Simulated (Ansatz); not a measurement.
## Ansatz (development build ahead of 0.2.0) run

```yaml
crystal:
  periodic: [false, false, false]
  atoms:
    - { symbol: "N", position_ang: [0.0, 0.0, 0.0] }
    - { symbol: "N", position_ang: [0.0, 0.0, 1.29] }
basis:
  gaussian: { orbitals: pcseg-2 }
magnetization:
  initial_magnetization: 2
hamiltonian:
  xc: pbe
```

The input is written out in the form of the current development build from the run's settings.

Results

```yaml
Converged: yes
Total_energy: -109.20894 hartree
Spin_squared_of_the_determinant: 2.000
Stability_test: minimum among restricted orbitals
```
